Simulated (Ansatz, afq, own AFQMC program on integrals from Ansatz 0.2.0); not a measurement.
Two steps: Ansatz 0.2.0 writes the Fock matrix and Cholesky factors of the valence space, and afq projects on them the lowest state that overlaps trial and start.

```yaml
crystal:
  periodic: [false, false, false]
  atoms:
    - {symbol: C, position_ang: [0.000000, 0.000000, 0.000000]}
    - {symbol: H, position_ang: [0.000000, 0.000000, -2.164110]}
    - {symbol: H, position_ang: [0.000000, 0.000000, 2.164110]}
basis:
  gaussian: {orbitals: cc-pVDZ}
total_charge: 1
magnetization: {spin_polarized: false, initial_magnetization: 1}
correlation: {method: ccsd_t, electrons: outside_noble_gas, hamiltonian_folder: ham}
```

```sh
$ ansatz run in.yaml --threads 1 --pin off --events-out ev --progress --plain --max-ram 24576MiB --backend cuda --devices 0, --max-vram 18GiB
```

Options of the walk:

```
--method phaseless --trial cid --walkers 2 --populations 1 --least-time 40 --time-step 0.04 --steps-per-block 10 --equilibration-blocks 8 --max-blocks 150 --target-error 0.00108 --factor-cut 1e-05 --start spin_pure --seed 6581 --release-times 0.5,1,2 --release-step 0.02 --release-every 2 --taylor-order 4
```

Times are imaginary, in 1/Eh. The walk had a cap of 60 s.

```
orbitals 23  electrons 3 2  factors 132 of 217
reference energy -38.23865870 Eh
CCSD correlation -0.16127438 Eh in 16 cycles, weight of the determinant in the CISD state 0.7674
energy of the start -38.396138 Eh
 block  time / (1/Eh)  mean weight  energy / Eh
     1     0.400  1.0648  -38.398170
     2     0.800  1.0265  -38.414906
     3     1.200  0.9970  -38.412565
     4     1.600  1.0298  -38.409366
     5     2.000  0.9416  -38.396011
     7     2.800  0.9865  -38.407244
     9     3.600  1.0369  -38.411242
    13     5.200  1.0206  -38.423301
    19     7.600  1.0892  -38.381370
    25    10.000  1.0288  -38.386051
    31    12.400  1.0898  -38.342640
    37    14.800  1.0666  -38.476611
    40    16.000  0.8963  -38.314740
    43    17.200  1.0074  -38.397420
    49    19.600  0.9651  -38.441127
    55    22.000  1.0398  -38.399769
    61    24.400  1.0626  -38.401876
    67    26.800  1.0414  -38.423928
    73    29.200  1.0211  -38.418533
    79    31.600  1.0896  -38.373625
    85    34.000  0.9540  -38.428649
    91    36.400  1.0178  -38.412286
    97    38.800  1.1294  -38.392376
   103    41.200  1.0009  -38.408471
   109    43.600  0.9949  -38.381958
   115    46.000  0.9985  -38.374908
   121    48.400  1.0139  -38.357932
   127    50.800  0.9021  -38.415429
   133    53.200  0.9990  -38.418132
   139    55.600  1.0202  -38.398704
   142    56.800  0.9644  -38.489299
   145    58.000  0.9993  -38.423339
   151    60.400  1.0367  -38.439038
   157    62.800  0.9239  -38.425112
blocks merged  error / Eh  count
     1  0.003038  150
     2  0.003672  75
     4  0.004058  37
     8  0.004639  18
    16  0.005207  9
released: time / (1/Eh)  energy / Eh  error  mean overlap
  0.50  -38.404165  0.005866  0.9921
  1.00  -38.401168  0.007669  0.9695
  2.00  -38.396437  0.009735  0.8515
energy -38.400618 +/- 0.004639 Eh
(rows thinned)
```

The run failed at least one of its tests; the cautions name the faults.

Against this walk (error 126.2 meV) on the same determinant: CCSD(T) 176.6 meV lower (within the noise), CCSDT(Q) 210.6 meV lower (within the noise), CCSDTQ 211.9 meV lower (within the noise), full CI 211.8 meV lower (within the noise), a separate phaseless walk with a CISD trial and standard settings 106.7 ± 126.3 meV lower (within the noise). The error is statistical and leaves out the bias of the constraint.

A setting was made bad on purpose (too few walkers), so the walk's energy isn't to be trusted.

Cautions: constraint bias not in the error; error above the target (126.2 against 29.4 meV); a spin-contaminated unrestricted determinant lies lower (UHF 2.15 eV lower, ⟨S²⟩ 1.73); strong correlation (T1 0.059, weight of the determinant 0.77, largest double 0.42); the CCSD(T) amplitudes may be one of several solutions (largest double 0.42); the CCSDT(Q) amplitudes may be one of several solutions (largest double 0.46); the CCSDTQ amplitudes may be one of several solutions (largest double 0.46); so few walkers bias the energy; the time-step error isn't removed.

CCSDT and higher add their correlation energy to the determinant of the CCSD(T) run, since their own runs factorise the integrals more tightly (a shift of under 2 meV). A walk keeps the symmetry of its determinant, which the program's search chose and which needn't be the lowest solution, so a lower state of the same spin and another symmetry isn't excluded.
